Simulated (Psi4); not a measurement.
# CO (carbon monoxide): TPSS/aug-cc-pVTZ, part 2 of 2

Psi4 1.11.

## (3) The doublet cation: a single-point energy at UTPSS/aug-cc-pVTZ

Input file run.py:

```python
import psi4

psi4.set_memory('1600 MB')
psi4.set_num_threads(1)
psi4.set_output_file('co.out', False)

mol = psi4.geometry("""
1 2
C      0.90687957    -0.29309652     0.46714030
O     -0.90687957     0.29309652    -0.46714030
units bohr
symmetry c1
""")

psi4.set_options({
    'basis': 'aug-cc-pVTZ',
    'reference': 'uks',
    'puream': True,
    'e_convergence': 1e-09,
    'd_convergence': 1e-08,
    'scf_type': 'pk',
    'dft_radial_points': 99,
    'dft_spherical_points': 590,
    'maxiter': 200,
})

e, wfn = psi4.energy('tpss', return_wfn=True)
print('E =', round(e, 9))
```

Launch:

```sh
$ python run.py
```

co.out:

```text
Psi4 1.11 release

   => Loading Basis Set <=

    Name: AUG-CC-PVTZ
    Role: ORBITAL
    Keyword: BASIS

         ---------------------------------------------------------
                                   SCF
                              UKS Reference
                        1 Threads,   1525 MiB Core
         ---------------------------------------------------------

  ==> Geometry <==

    Molecular point group: c1
    Full point group: C_inf_v

    Geometry (in Bohr), charge = 1, multiplicity = 2:

       Center              X                  Y                   Z               Mass
    ------------   -----------------  -----------------  -----------------  -----------------
         C           -0.000000000000    -0.000000000000     1.212855892648    12.000000000000
         O            0.000000000000     0.000000000000    -0.909931128608    15.994914619570

  Running in c1 symmetry.

  Rotational constants: A = ************  B =      1.94849  C =      1.94849 [cm^-1]
  Rotational constants: A = ************  B =  58414.15000  C =  58414.15000 [MHz]
  Nuclear repulsion =   22.611783245024760

  Charge       = 1
  Multiplicity = 2
  Electrons    = 13
  Nalpha       = 7
  Nbeta        = 6

  ==> Algorithm <==

  SCF Algorithm Type is PK.
  DIIS enabled.
  MOM disabled.
  Fractional occupation disabled.
  Guess Type is SAD.
  Energy threshold   = 1.00e-09
  Density threshold  = 1.00e-08
  Integral threshold = 1.00e-12

  ==> Primary Basis <==

  Basis Set: AUG-CC-PVTZ
    Blend: AUG-CC-PVTZ
    Number of shells: 28
    Number of basis functions: 92
    Number of Cartesian functions: 110
    Spherical Harmonics?: true
    Max angular momentum: 3

  ==> DFT Potential <==

   => LibXC <=

    Version 7.1.2

   => Composite Functional: TPSS <=

    TPSS Meta-GGA XC Functional

    Deriv               =              1
    GGA                 =           TRUE
    Meta                =           TRUE

    Exchange Hybrid     =          FALSE
    MP2 Hybrid          =          FALSE

   => Exchange Functionals <=

    1.0000   XC_MGGA_X_TPSS

   => Correlation Functionals <=

    1.0000   XC_MGGA_C_TPSS

   => LibXC Density Thresholds  <==

    XC_MGGA_C_TPSS:  1.00E-15
    XC_MGGA_X_TPSS:  1.00E-15

   => Molecular Quadrature <=

    Radial Scheme          =       TREUTLER
    Pruning Scheme         =           NONE
    Nuclear Scheme         =       TREUTLER

    Blocking Scheme        =         OCTREE
    BS radius alpha        =              1
    Pruning alpha          =              1
    Radial Points          =             99
    Spherical Points       =            590
    Total Points           =         115259
    Total Blocks           =            936
    Max Points             =            256
    Max Functions          =             92
    Weights Tolerance      =       1.00E-15

  ==> Integral Setup <==

  Using in-core PK algorithm.
   Calculation information:
      Number of atoms:                   2
      Number of AO shells:              28
      Number of primitives:             60
      Number of atomic orbitals:       110
      Number of basis functions:        92

      Integral cutoff                 1.00e-12
      Number of threads:                 1

  Performing in-core PK
  Using 18305562 doubles for integral storage.
  We computed 82621 shell quartets total.
  Whereas there are 82621 unique shell quartets.

  ==> DiskJK: Disk-Based J/K Matrices <==

    J tasked:                  Yes
    K tasked:                   No
    wK tasked:                  No
    Memory [MiB]:              546
    Schwarz Cutoff:          1E-12

  Cached 50.0% of DFT collocation blocks in 0.363 [GiB].

  Minimum eigenvalue in the overlap matrix is 4.7102040790E-04.
  Reciprocal condition number of the overlap matrix is 9.4072537557E-05.
    Using symmetric orthogonalization.

  ==> Pre-Iterations <==

  SCF Guess: Superposition of Atomic Densities via on-the-fly atomic UHF (no occupation information).

   -------------------------
    Irrep   Nso     Nmo
   -------------------------
     A         92      92
   -------------------------
    Total      92      92
   -------------------------

  ==> Iterations <==

                        Total Energy        Delta E     RMS |[F,P]|

   @UKS iter SAD:  -112.91196503152140   -1.12912e+02   0.00000e+00
   @UKS iter   1:  -112.76812754149081    1.43837e-01   5.55964e-03 ADIIS/DIIS
   @UKS iter   2:  -110.99630137312892    1.77183e+00   2.25385e-02 ADIIS/DIIS
   @UKS iter   3:  -112.85786536918923   -1.86156e+00   1.10103e-03 ADIIS/DIIS
   @UKS iter   4:  -112.86071331939497   -2.84795e-03   2.54026e-04 ADIIS/DIIS
   @UKS iter   5:  -112.86102333044244   -3.10011e-04   4.71343e-05 DIIS
   @UKS iter   6:  -112.86105267978661   -2.93493e-05   2.10382e-05 DIIS
   @UKS iter   7:  -112.86106345331240   -1.07735e-05   6.95010e-06 DIIS
   @UKS iter   8:  -112.86106456901503   -1.11570e-06   1.07054e-06 DIIS
   @UKS iter   9:  -112.86106457510982   -6.09479e-09   1.14653e-07 DIIS
   @UKS iter  10:  -112.86106457515339   -4.35705e-11   5.40793e-08 DIIS
   @UKS iter  11:  -112.86106457516382   -1.04308e-11   1.08020e-09 DIIS
  Energy and wave function converged.

  ==> Post-Iterations <==

   Electrons on quadrature grid:
      Nalpha   =    6.9999999960 ; deviation = -4.001e-09
      Nbeta    =    5.9999999963 ; deviation = -3.727e-09
      Ntotal   =   12.9999999923 ; deviation = -7.728e-09

   @Spin Contamination Metric:   1.740083703E-02
   @S^2 Expected:                7.500000000E-01
   @S^2 Observed:                7.674008370E-01
   @S   Expected:                5.000000000E-01
   @S   Observed:                5.000000000E-01

    Orbital Energies [Eh]
    ---------------------

    Alpha Occupied:

       1A    -19.406303     2A    -10.599806     3A     -1.492770
       4A     -0.918540     5A     -0.816372     6A     -0.816372
       7A     -0.812037

    Alpha Virtual:

       8A     -0.469725     9A     -0.469725    10A     -0.187583
      11A     -0.148660    12A     -0.130531    13A     -0.130531
      14A     -0.067570    15A     -0.035934    16A     -0.035934
      17A     -0.033930    18A     -0.033930    19A     -0.002837
      20A      0.060007    21A      0.067637    22A      0.067637
      23A      0.145662    24A      0.145662    25A      0.150443
      26A      0.202200    27A      0.275253    28A      0.311665
      29A      0.311665    30A      0.395075    31A      0.395075
      32A      0.504345    33A      0.504345    34A      0.543858
      35A      0.568399    36A      0.568399    37A      0.613600
      38A      0.613600    39A      0.730400    40A      0.730400
      41A      0.742510    42A      0.807139    43A      0.807139
      44A      0.884237    45A      0.917079    46A      0.940796
      47A      0.940796    48A      1.539362    49A      1.539363
      50A      1.583532    51A      1.583532    52A      1.625913
      53A      1.625913    54A      1.653025    55A      1.826657
      56A      1.911982    57A      1.911982    58A      1.987549
      59A      2.003815    60A      2.003815    61A      2.282185
      62A      2.282185    63A      2.599155    64A      2.599156
      65A      2.688862    66A      2.717197    67A      2.717197
      68A      2.844852    69A      2.844852    70A      3.019025
      71A      3.019026    72A      3.154265    73A      3.154265
      74A      3.210410    75A      3.581428    76A      4.384065
      77A      4.384065    78A      4.418808    79A      5.664471
      80A      5.664471    81A      5.937920    82A      5.937921
      83A      6.088783    84A      6.088786    85A      6.250945
      86A      6.250945    87A      6.322057    88A      6.499538
      89A      6.499538    90A      6.650931    91A     11.482721
      92A     14.202374

    Beta Occupied:

       1A    -19.406601     2A    -10.577166     3A     -1.485548
       4A     -0.881953     5A     -0.810090     6A     -0.810090

    Beta Virtual:

       7A     -0.673496     8A     -0.419535     9A     -0.419535
      10A     -0.171671    11A     -0.126444    12A     -0.122812
      13A     -0.122812    14A     -0.057247    15A     -0.030405
      16A     -0.030405    17A     -0.024218    18A     -0.024218
      19A      0.007348    20A      0.076629    21A      0.090050
      22A      0.090050    23A      0.155656    24A      0.155656
      25A      0.178912    26A      0.246081    27A      0.286346
      28A      0.313947    29A      0.313947    30A      0.403976
      31A      0.403976    32A      0.541771    33A      0.541771
      34A      0.554635    35A      0.595623    36A      0.595623
      37A      0.628817    38A      0.628817    39A      0.755292
      40A      0.755292    41A      0.779275    42A      0.828154
      43A      0.828154    44A      0.892315    45A      0.946348
      46A      0.967705    47A      0.967705    48A      1.534851
      49A      1.534851    50A      1.581077    51A      1.581077
      52A      1.649746    53A      1.649746    54A      1.692298
      55A      1.843507    56A      1.938435    57A      1.938435
      58A      2.009286    59A      2.009286    60A      2.024496
      61A      2.296971    62A      2.296971    63A      2.664245
      64A      2.664245    65A      2.756296    66A      2.756296
      67A      2.765556    68A      2.919102    69A      2.919102
      70A      3.061789    71A      3.061790    72A      3.171315
      73A      3.171315    74A      3.250453    75A      3.592981
      76A      4.398655    77A      4.398655    78A      4.438467
      79A      5.658149    80A      5.658149    81A      5.938674
      82A      5.938676    83A      6.075593    84A      6.075597
      85A      6.262682    86A      6.262682    87A      6.336143
      88A      6.504998    89A      6.504998    90A      6.664279
      91A     11.510394    92A     14.207826

    Final Occupation by Irrep:
              A
    DOCC [     6 ]
    SOCC [     1 ]
    NA   [     7 ]
    NB   [     6 ]

  @UKS Final Energy:  -112.86106457516382

   => Energetics <=

    Nuclear Repulsion Energy =             22.6117832450247604
    One-Electron Energy =                -192.8149455245121544
    Two-Electron Energy =                  70.9078255812466836
    DFT Exchange-Correlation Energy =     -13.5657278769231109
    Empirical Dispersion Energy =           0.0000000000000000
    VV10 Nonlocal Energy =                  0.0000000000000000
    Total Energy =                       -112.8610645751638231

  UHF NO Occupations:
  HONO-2 :    5  A 1.9957970
  HONO-1 :    6  A 1.9957970
  HONO-0 :    7  A 1.0000000
  LUNO+0 :    8  A 0.0042030
  LUNO+1 :    9  A 0.0042030
  LUNO+2 :   10  A 0.0002846
  LUNO+3 :   11  A 0.0000269

Computation Completed

Properties will be evaluated at   0.000000,   0.000000,   0.000000 [a0]

Properties computed using the SCF density matrix

 Multipole Moments:

 ------------------------------------------------------------------------------------
     Multipole            Electronic (a.u.)      Nuclear  (a.u.)        Total (a.u.)
 ------------------------------------------------------------------------------------

 L = 1.  Multiply by 2.5417464519 to convert [e a0] to [Debye]
 Dipole X            :          0.0000000            0.0000000            0.0000000
 Dipole Y            :         -0.0000000            0.0000000           -0.0000000
 Dipole Z            :          1.0163520           -0.0023137            1.0140383
 Magnitude           :                                                    1.0140383

 ------------------------------------------------------------------------------------

	total time  =         27 seconds =       0.45 minutes
```

The script printed:

```text
E = -112.861064575
```

It took 29 s on 1 thread of Intel Xeon Platinum 8259CL at 2.50GHz (Skylake/Cascade Lake), shared host; peak memory 0.73 GiB.

## (4) Outcome

The summary covers parts 1 to 2.

At TPSS/aug-cc-pVTZ:

| quantity | value |
| --- | --- |
| singlet CO: total energy | -113.37050 Eh |
| singlet CO: dipole moment | 0.21 D |
| singlet CO: HOMO energy | -9.25 eV |
| singlet CO: LUMO energy | -1.77 eV |
| singlet CO: HOMO–LUMO gap | 7.48 eV |
| singlet CO: largest force on an atom | 1.453 eV/Å |
| doublet cation: total energy | -112.86106 Eh |
| doublet cation: HOMO energy (highest over α and β) | -22.04 eV |
| doublet cation: LUMO energy (lowest over α and β) | -18.33 eV |
| doublet cation: ⟨S²⟩ | 0.767 |
| vertical ionisation energy (to the doublet cation) | 13.863 eV |

**Reading.** The vertical ionisation energy comes to 13.86 eV (320 kcal/mol). The largest force (singlet CO) is 1.45 eV/Å: the shape isn't a stationary point for this species at this level. −ε(HOMO) before ionisation, 9.25 eV, is 4.61 eV below this ionisation energy. The measured vertical value is 14.01 eV (NIST CCCBDB): this level is 0.15 eV (1.1 %) too low. At TPSS/aug-cc-pVTZ: Experiment gives 0.11 D for the dipole moment (NIST CCCBDB), so the computed value is 0.10 D (89 %) too high.
